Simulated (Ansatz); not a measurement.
# CHN2: the cost of one run

Program: Ansatz 0.2.0. Level of theory: UKS PBE/def2-SVP. These are calculated values, not measurements.

### Step 1. The structure to begin with

Bond lengths: N1–C2 1.181 Å, C2–N3 1.235 Å, N3–H4 1.004 Å. Angles: N1–C2–N3 173.4°, C2–N3–H4 126.7°.

Coordinates:

```xyz
4

N    -1.6029    0.4738    0.1046
C    -0.4632    0.1945   -0.0248
N     0.7362    0.0096   -0.2542
H     1.3298   -0.6779    0.1744
```

### Step 2. Relaxing the start

input.yaml reads:

```yaml
crystal:
  periodic: [false, false, false]
  atoms:
    - { symbol: "N", position_ang: [-1.60288, 0.47385, 0.10459] }
    - { symbol: C, position_ang: [-0.46319, 0.19446, -0.02478] }
    - { symbol: "N", position_ang: [0.73625, 0.00958, -0.25422] }
    - { symbol: H, position_ang: [1.32982, -0.67789, 0.1744] }
magnetization:
  spin_polarized: true
  initial_magnetization: 1
basis:
  gaussian: { orbitals: def2-SVP }
hamiltonian:
  xc: pbe
relax:
  f_tol: 0.02
  max_steps: 40
```

Command:

```bash
$ ansatz run input.yaml --threads 1 --pin off --max-ram 2048MiB --backend cpu --events-out ev --progress --plain --runs-dir out
```

Q: Estimate wall time and peak memory on 1 thread of Arm Neoverse N1, shared host.

About 15 s, with a peak of 0.11 GiB.
